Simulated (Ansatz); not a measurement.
Born–Oppenheimer molecular dynamics of CH₆AlN (9 atoms, charge 0, multiplicity 1). It goes on from the last frame of an earlier run, with new velocities.

Method: Ansatz 0.2.0, RKS PBE0-D4/def2-SVP.

* ensemble: NVE (Milne-controlled integrator)
* time step: 2 fs
* steps asked: 40
* starting velocities drawn for: 400 K
* seed: 587543

First frame:

```xyz
9
Properties=species:S:1:pos:R:3
C -0.801 1.028 -0.905
Al 0.450 -0.403 -0.384
N 0.794 -0.776 1.348
H -0.925 0.799 -1.942
H -0.242 1.987 -0.865
H -1.736 1.254 -0.362
H 1.286 -1.195 -1.358
H 1.633 -1.333 1.451
H 0.570 -0.391 2.257
```

**Question.** How far do the bonds stretch over the last three quarters of this one trajectory? (Pairs bonded in most of those frames.)

**Answer.** 
```csv
bond,mean (Å),spread (Å),shortest,longest
C1–Al2,1.950,0.024,1.91,1.99
C1–H4,1.107,0.027,1.07,1.15
C1–H5,1.104,0.009,1.09,1.12
C1–H6,1.109,0.034,1.05,1.16
Al2–N3,1.797,0.045,1.71,1.85
Al2–H7,1.609,0.068,1.50,1.70
N3–H8,1.019,0.020,0.98,1.07
N3–H9,1.018,0.026,0.98,1.09
```

Mean temperature of the second half: 398 K. The conserved energy wandered by up to 18.0 meV per atom (net 5.5 meV per atom), which is poor conservation. A step of 2 fs is long for free X–H stretches (periods near 10 fs) and can bias their spread and the temperature. A run of 0.08 ps of so small a system gives no equilibrium averages.

The run took 89 s on 1 thread of Arm Neoverse V1 (shared host), peak memory 0.13 GiB.
